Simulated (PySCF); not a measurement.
What an electron can do to NH

CCSD(T) in PySCF with def2-TZVPPD on every atom, for the lowest determinant that a PBE0 search found; no spin–orbit coupling.

```tsv
species	state (unpaired electrons)	Re (Å)	ωe (cm⁻¹)	energy of the minimum from the neutral (eV)	De (eV)	dissociates to
NH	triplet (π ↑↑)	1.039	3273	0.00	3.47	H + N
NH⁺	quartet (σ ↑, π ↑↑)	1.093	2720	13.39	3.68	H⁺ + N
```

**Question.** Work out the lowest energy to break NH into atoms, from its vibrational ground state.

**Answer.** D0 = De − ωe/2 = 3.47 − 0.20 = 3.27 eV (CCSD(T)/def2-TZVPPD).

**Question.** Work out the ionisation energy of the H atom at this level and the threshold of dissociative ionisation.

**Answer.** IE(H) = 13.39 + 3.68 − 3.47 = 13.60 eV, so H⁺ + N + e⁻ appears at D0 + IE(H) = 16.87 eV (CCSD(T)/def2-TZVPPD). The measured IE(H) is 13.598 eV (NIST ASD).

These are thermodynamic thresholds; the onsets seen under electron impact lie higher where the geometry changes, and cross-sections peak well above them.

Correlated steps freeze 1 core orbital. For an ion De counts to the pair picked by the measured ionisation energies or electron affinities, which need not be the lowest pair at this level. States were picked by a PBE0 search and need not be the measured ground states.
